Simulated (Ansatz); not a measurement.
System: rutile PbO2. Method: r²SCAN in Ansatz (PAW).

Run with plane-wave cutoff 560 eV, 12×12×16 k mesh (along the axes of the cell as run), Fermi–Dirac smearing 0.05 eV, scalar-relativistic PAW data made under PBE.

Cell (measured lattice):

Space group P4₂/mnm (No. 136); a = 4.958 Å, b = 4.958 Å, c = 3.388 Å, α = 90.00°, β = 90.00°, γ = 90.00°

| atom | site | symmetry | x | y | z |
|---|---|---|---|---|---|
| Pb | 2a | m.mm | 0.0000 | 0.0000 | 0.0000 |
| O | 4f | m.2m | 0.3071 | 0.3071 | 0.0000 |

**Question.** Give the computed smallest direct gap on the k points sampled.

**Answer.** 
* **smallest direct gap on the k points sampled**: 0.07 eV (under three smearing widths, so not firm)

Note: cell and atoms aren't relaxed at this level (pressure 2.5 GPa).

Spin–orbit coupling is not included; it can close the smallest gap of 0.03 eV.

Static lattice: no zero-point or thermal effects.

Ansatz is an electronic-structure program.
